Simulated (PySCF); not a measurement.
Molecule: SMILES P, H3P.

Geometry:
```tsv
atom	x (Å)	y (Å)	z (Å)
P1	0.028	-0.030	0.567
H2	-0.481	1.067	-0.194
H3	1.217	-0.121	-0.221
H4	-0.661	-0.997	-0.228
```

Geometry PBE0-D3(BJ)/def2-SVP throughout; GIAO in PySCF 2.14.0 with density-fitted response routines, gas phase, one conformer, non-relativistic; equivalent atoms averaged; functional PBE0.

Task: How do the shifts δ (against H3PO4, TMS at the same level) depend on the basis set? (ppm; last column core-seconds on shared hosts with different chips, so compare them loosely)

Result: 
| basis set | functions | P1 | H2/H3/H4 | core-s |
| --- | --- | --- | --- | --- |
| STO-3G | 12 | -152.0 | 0.64 | 0.34 |
| 6-31G | 19 | -263.6 | 2.07 | 0.59 |
| pcSseg-0 | 19 | -344.5 | 2.13 | 1.2 |
| 6-31G* | 24 | -221.7 | 2.19 | 0.65 |
| def2-SVP | 33 | -242.9 | 1.92 | 0.62 |
| cc-pVDZ | 33 | -238.6 | 1.83 | 1.6 |
| pcSseg-1 | 39 | -273.0 | 2.04 | 1.1 |
| 6-311+G(2d,p) | 53 | -282.5 | 2.11 | 1 |
| aug-cc-pVDZ | 54 | -264.2 | 1.90 | 2.4 |
| def2-TZVP | 55 | -286.4 | 2.10 | 1.1 |
| IGLO-III | 74 | -280.8 | 1.96 | 2.9 |
| cc-pVTZ | 76 | -274.0 | 1.91 | 3.3 |
| pcSseg-2 | 85 | -279.9 | 2.05 | 0.96 |
| pcSseg-3 | 175 | -284.1 | 1.98 | 9.3 |

Task: Which nucleus moves most, in ppm?

Result: P1 (phosphorus bonded to 3 H): from -344.5 ppm with pcSseg-0 to -152.0 ppm with STO-3G. The smallest spread is 1.55 ppm, at H2/H3/H4.

Task: Taking the largest basis, pcSseg-3 (175 functions), as the yardstick, rank the others by their worst heavy-atom deviation.

Result: 6-311+G(2d,p) 1.5 ppm (53 functions), def2-TZVP 2.4 ppm (55 functions), IGLO-III 3.3 ppm (74 functions), pcSseg-2 4.1 ppm (85 functions), cc-pVTZ 10.0 ppm (76 functions), pcSseg-1 11.1 ppm (39 functions), aug-cc-pVDZ 19.9 ppm (54 functions), 6-31G 20.4 ppm (19 functions), def2-SVP 41.1 ppm (33 functions), cc-pVDZ 45.4 ppm (33 functions), pcSseg-0 60.5 ppm (19 functions), 6-31G* 62.4 ppm (24 functions), STO-3G 132.1 ppm (12 functions).

A small basis that lands close on one nucleus may do so by chance; judge by the trend and by all nuclei.
